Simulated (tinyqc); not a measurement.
Inside a calculation. Method: CIS on RHF in the sto-3g basis, frozen core, for H2O, spin multiplicity 1. One step of it, computed by the program tinyqc.

Problem. CIS matrix, singlets. A(ia,jb) = (e_a - e_i) d_ij d_ab + 2 (ia|jb) - (ij|ab).

orbital energies (hartree): MO1 -20.227586, MO2 -1.247934, MO3 -0.620467, MO4 -0.424882, MO5 -0.381336, MO6 0.550940, MO7 0.765032

Two-electron integrals over orbitals (pq|rs), unique and non-zero (hartree); the lowest 1 orbital is frozen and left out:
```
(22|22) 0.724697    (32|22) 0.014870    (32|32) 0.142829    (33|22) 0.635617
(33|32) -0.008471   (33|33) 0.625212    (42|22) -0.000824   (42|32) 0.002520
(42|33) 0.005844    (42|42) 0.126236    (43|22) 0.011300    (43|32) 0.021817
(43|33) 0.004390    (43|42) -0.011741   (43|43) 0.047681    (44|22) 0.681023
(44|32) -0.009711   (44|33) 0.595782    (44|42) -0.103425   (44|43) 0.016791
(44|44) 0.784484    (52|52) 0.145508    (53|52) -0.006956   (53|53) 0.028659
(54|52) -0.043387   (54|53) 0.003983    (54|54) 0.053688    (55|22) 0.748226
(55|32) -0.004857   (55|33) 0.622879    (55|42) -0.065634   (55|43) 0.016205
(55|44) 0.730566    (55|55) 0.880159    (62|22) -0.130542   (62|32) 0.016946
(62|33) -0.067917   (62|42) -0.024889   (62|43) -0.008013   (62|44) -0.086019
(62|55) -0.148929   (62|62) 0.094557    (63|22) 0.049030    (63|32) 0.042401
(63|33) 0.026037    (63|42) -0.016476   (63|43) 0.032694    (63|44) 0.039965
(63|55) 0.056187    (63|62) -0.025819   (63|63) 0.084301    (64|22) -0.099879
(64|32) -0.017826   (64|33) -0.040335   (64|42) 0.022370    (64|43) -0.008769
(64|44) -0.115385   (64|55) -0.114517   (64|62) 0.058026    (64|63) -0.035951
(64|64) 0.070041    (65|52) -0.057288   (65|53) 0.008979    (65|54) 0.000447
(65|65) 0.037149    (66|22) 0.593901    (66|32) -0.044370   (66|33) 0.567096
(66|42) 0.055579    (66|43) -0.024604   (66|44) 0.546981    (66|55) 0.578339
(66|62) -0.084562   (66|63) -0.018487   (66|64) -0.033715   (66|66) 0.607918
(72|22) -0.046250   (72|32) -0.040556   (72|33) -0.015921   (72|42) 0.002416
(72|43) 0.028324    (72|44) -0.035942   (72|55) -0.050915   (72|62) 0.012794
(72|63) 0.025880    (72|64) 0.021872    (72|66) -0.026992   (72|72) 0.068239
(73|22) -0.138536   (73|32) 0.021697    (73|33) -0.089422   (73|42) 0.066949
(73|43) -0.004845   (73|44) -0.158603   (73|55) -0.184870   (73|62) 0.069580
(73|63) -0.020469   (73|64) 0.067356    (73|66) -0.047800   (73|72) 0.031347
(73|73) 0.143475    (74|22) -0.006959   (74|32) 0.069440    (74|33) -0.012213
(74|42) -0.002973   (74|43) -0.003316   (74|44) -0.017186   (74|55) -0.014855
(74|62) 0.018359    (74|63) 0.038772    (74|64) -0.007027   (74|66) -0.033782
(74|72) -0.012582   (74|73) 0.023194    (74|74) 0.061449    (75|52) -0.018342
(75|53) -0.022155   (75|54) 0.002379    (75|65) 0.003745    (75|75) 0.026328
(76|22) 0.006998    (76|32) 0.088493    (76|33) -0.013748   (76|42) 0.016967
(76|43) 0.041484    (76|44) -0.019191   (76|55) -0.007651   (76|62) -0.003085
(76|63) 0.057451    (76|64) -0.017498   (76|66) -0.043745   (76|72) 0.006016
(76|73) 0.030274    (76|74) 0.045367    (76|76) 0.096601    (77|22) 0.630224
(77|32) 0.052694    (77|33) 0.601805    (77|42) -0.013857   (77|43) 0.027884
(77|44) 0.605214    (77|55) 0.627946    (77|62) -0.065168   (77|63) 0.062543
(77|64) -0.053960   (77|66) 0.535943    (77|72) -0.021815   (77|73) -0.085196
(77|74) 0.022517    (77|76) 0.040152    (77|77) 0.644754
```

Give: CIS matrix A, singlet.

Solution.

CIS matrix A, singlet (hartree), lower triangle:
```
         2>6      2>7      3>6     3>7     4>6     4>7     5>6     5>7
2>6   1.3941
2>7   0.0186   1.5192
3>6  -0.0073  -0.0367   0.7729
3>7   0.0507   0.0100  -0.0272  1.0706
4>6   0.0605   0.0268  -0.0473  0.0932  0.5689
4>7   0.0198  -0.0113   0.0361  0.0185  0.0051  0.7076
5>6   0.0000   0.0000   0.0000  0.0000  0.0000  0.0000  0.4282
5>7   0.0000   0.0000   0.0000  0.0000  0.0000  0.0000  0.0151  0.5711
```
